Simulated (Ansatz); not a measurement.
# SiNH (singlet): from Hartree-Fock to the top rungs at distance Si1–N2 = 5.242 Å, 6-31G

Aim: climb from Hartree-Fock through coupled cluster and multireference methods for SiNH (singlet) at one geometry and basis, and see what each rung misses.

Method: 6-31G, core rule «outside noble gas», up to 6 orbitals frozen; program: Ansatz 0.2.0, Gaussian basis.

The runs, in order: UHF; CCSD(T) on RHF; CCSD(T) on UHF; BCCD(T) on RHF; CISD; CCSDT(Q) on UHF; CISDTQ; CASSCF and MRCISD+Q, 2 electrons in 2 orbitals; CASSCF and NEVPT2, 2 electrons in 2 orbitals; CASSCF and MRCISD+Q, 10 electrons in 9 orbitals; CASSCF and NEVPT2, 10 electrons in 9 orbitals; Full CI.

19 further runs of the same task are left out: 18 that didn't finish, 1 set aside as unsound or not needed.

### Step 1. What is computed

The geometry derives from a PBE0/def2-TZVP stationary point (not a proven minimum). One bond is set to the value named and the two fragments are kept rigid.

3 atoms, charge 0, spin multiplicity 1.

Atoms are counted from 1 here; the program's logs count them from 0.

Bond lengths: N2–H3 1.000 Å.

Geometry (Å):

```mol
HNSi
  3D, bonds by distance, orders not assigned

  3  1  0  0  0  0  0  0  0  0999 V2000
    0.0000    0.0000   -3.8279 Si  0  0
    0.0000    0.0000    1.4141 N   0  0
    0.0000    0.0000    2.4137 H   0  0
  2  3  8  0
M  END
```

### Step 2. UHF

in.yaml reads:

```yaml
crystal:
  periodic: [false, false, false]
  atoms:
    - {symbol: Si, position_ang: [0.000000, 0.000000, -3.827872]}
    - {symbol: N, position_ang: [0.000000, 0.000000, 1.414128]}
    - {symbol: H, position_ang: [0.000000, 0.000000, 2.413744]}
basis:
  gaussian: {orbitals: 6-31G}
magnetization: {spin_polarized: true, initial_magnetization: 0}
hamiltonian: {xc: hf}
output: {orbitals: {seedname: orbitals}}
```

Run with:

```sh
ansatz run in.yaml --threads 1 --pin off --events-out ev --progress --plain --max-ram 2393MiB
```

After this run come: CCSD(T) on RHF; CCSD(T) on UHF; BCCD(T) on RHF; CISD; CCSDT(Q) on UHF; CISDTQ; CASSCF and MRCISD+Q, 2 electrons in 2 orbitals; CASSCF and NEVPT2, 2 electrons in 2 orbitals; CASSCF and MRCISD+Q, 10 electrons in 9 orbitals; CASSCF and NEVPT2, 10 electrons in 9 orbitals; Full CI.

Before running them: what should the planned runs give, taken together? Wanted: FCI below the RHF energy; RMP2 from FCI; UMP2 from FCI; RCCSD from FCI; RCCSD(T) from FCI; UCCSD(T) from FCI; UCCSDT(Q) from FCI; NEVPT2 valence from FCI; MRCISD+Q valence from FCI.

**Answer**, as computed:

| quantity | value |
| --- | --- |
| FCI below the RHF energy | -7.0051 eV |
| RMP2 from FCI | +432.8 kJ/mol |
| UMP2 from FCI | +57.2 kJ/mol |
| RCCSD from FCI | +322.9 kJ/mol |
| RCCSD(T) from FCI | +307.8 kJ/mol |
| UCCSD(T) from FCI | +0.4 kJ/mol |
| UCCSDT(Q) from FCI | -0.2 kJ/mol |
| NEVPT2 valence from FCI | +40.8 kJ/mol |
| MRCISD+Q valence from FCI | +0.2 kJ/mol |
| levels within 1 kcal/mol (43 meV) | UCCSD, UCCSD(T), UCCSDT, UCCSDT(Q), MRCISD+Q valence |
| T1 diagnostic | 0.004 |
| effectively unpaired electrons | 4.02 |

**Reading.** RCCSD(T) misses by +307.8 kJ/mol, 45.5 % of the correlation energy. CCSD(T) misses by +307.8 kJ/mol on the restricted determinant and by +0.4 kJ/mol on the unrestricted one; the two need not hold the same state or core. UCCSDT(Q) falls below full CI: unrestricted runs freeze a spin-polarised core, another one than full CI's, and coupled cluster isn't variational. With 4.0 effectively unpaired electrons against 0 the state is strongly multireference. Of the multireference levels listed MRCISD+Q valence comes nearest in total energy (+0.2 kJ/mol), which doesn't show that its space is the better one. These misses are within one basis, not against nature.
